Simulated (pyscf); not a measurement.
PySCF, gas phase, ωB97X-D3(BJ)/def2-SVP geometries. MP2 and CC: frozen core, UHF for open shells. ΔMP2 is the change of the MP2 total energy from the triple- to the quadruple-zeta basis.

SMILES: [F][Al]([F])[F]
```xyz
4

F      1.2112     1.7503    -0.7234
Al     0.2894     0.4767    -0.2345
F      0.4260    -0.0965     1.3032
F     -0.7683    -0.2214    -1.2856
```

Problem. How much does it cost (ΔH, 298 K, CCSD(T)/def2-TZVPP + ΔMP2(QZVPP)) to split F–Al(F)–F at its Al–F bond into F• + [F–Al–F]•?

Solution. Al–F to F• + [F–Al–F]•: 6.74 eV. The radicals are drawn with the spin at the cut bond; how far it spreads was not checked. The CCSD(T) − MP2 part came from Ansatz, without density fitting, on the same reference. Left out: the spin-orbit lowering of F.
